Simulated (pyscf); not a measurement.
## Four-centre exchange: `[F][SiH]([F])[F]` + `[FH]` → `[F][Si]([F])([F])[F]` + `[H][H]`

Gas phase, singlet surface, charge 0. Bonds broken: Si2–H5, F6–H7. Bonds formed: Si2–F6, H5–H7. PySCF, gas phase, ωB97X-D3(BJ)/def2-SVP geometries.

Transition state (Å):

```xyz
7

F     -0.4214    -0.0570     1.6516
Si    -1.0419     0.0205     0.1778
F     -1.5027    -1.5127    -0.0461
F     -2.4338     0.7897    -0.0077
H     -0.0596    -0.2401    -1.1410
F     -0.1093     1.5783    -0.1600
H      0.1612     0.7070    -0.9276
```

One imaginary mode, 1134i cm⁻¹; descent along it reached the two sides named.

| bond | change | reactant side (Å) | saddle | product side |
|---|---|---|---|---|
| Si2–H5 | breaks | 1.459 | 1.665 | 3.5 |
| F6–H7 | breaks | 0.929 | 1.192 | 2.7 |
| Si2–F6 | forms | 2.8 | 1.847 | 1.591 |
| H5–H7 | forms | 3.0 | 0.996 | 0.759 |

Electronic energies relative to the separated reactants (kcal/mol):

| level | barrier | reaction energy | reverse barrier |
|---|---|---|---|
| ωB97X-D3(BJ)/def2-TZVP | 30.5 | -29.6 | 60.1 |
| PBE/def2-TZVP | 24.5 | -28.6 | 53.1 |
| r²SCAN/def2-TZVP | 24.6 | -32.5 | 57.2 |
| B3LYP-D3(BJ)/def2-TZVP | 30.5 | -30.0 | 60.5 |
| PBE0-D3(BJ)/def2-TZVP | 28.1 | -28.5 | 56.5 |
| M06-2X/def2-TZVP | 30.8 | -32.6 | 63.3 |
| ωB97M-D3(BJ)/def2-TZVP | 30.0 | -29.9 | 59.9 |
| HF/def2-TZVP | 48.8 | -30.1 | 78.9 |

With ωB97M-D3(BJ)/def2-TZVP energies and thermal terms (ideal gas, 1 atm, RRHO with modes under 100 cm⁻¹ raised to 100, one conformer, R ln 2 for chiral ones without a mode under 150 cm⁻¹), in kcal/mol:

```
T (K)   ΔH‡   ΔG‡     ΔH     ΔG
-----  ----  ----  -----  -----
298    28.5  38.1  -32.6  -30.0
600    28.2  48.0  -31.9  -27.6
900    28.4  57.9  -31.4  -25.6
1200   28.9  67.6  -31.1  -23.7
```

This is the saddle that the search found; another between the same sides may lie lower.
